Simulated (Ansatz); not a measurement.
Consider the formal loss of a carbene: `C/N=C(\C)O` → `[CH2]` (triplet) + `CC(=N)O`.

Isolated molecules relaxed with PBE0-D4/def2-TZVP in Ansatz; ΔE leaves out vibrations. CCSD(T)/CBS adds triple-zeta CCSD(T) − MP2 to the extrapolated MP2 energy (def2 sets, frozen cores). This one scheme is used for every species. DFT in def2-TZVPP. HSE06 is defined as in plane-wave codes. Triplets are unrestricted, without spin–orbit coupling. One conformer a species, not always the lowest.

**Question.** Is it downhill or uphill in electronic energy at CCSD(T)/CBS, and by how much? (Best estimate.)

**Answer.** Computed: Uphill: ΔE = +402.1 kJ/mol.

**Question.** What do these levels give: PBE-D4, ωB97X-V, PBE-QIDH, r2SCANh, HSE06, CCSD/CBS(def2)? (Best estimate.)

**Answer.** The calculation gave: PBE-D4 412.4, ωB97X-V 414.7, PBE-QIDH 398.4, r2SCANh 376.9, HSE06 396.4, CCSD/CBS(def2) 389.8 kJ/mol.

Largest T1 diagnostic among the species: 0.013.

From PBE to PBE0 (25 % exact exchange), in def2-TZVPP and without D4, ΔE moves by −9.9 kJ/mol. At CCSD(T), def2-SVP lies −11.9 kJ/mol from the extrapolated value and def2-TZVPP −10.7 kJ/mol.
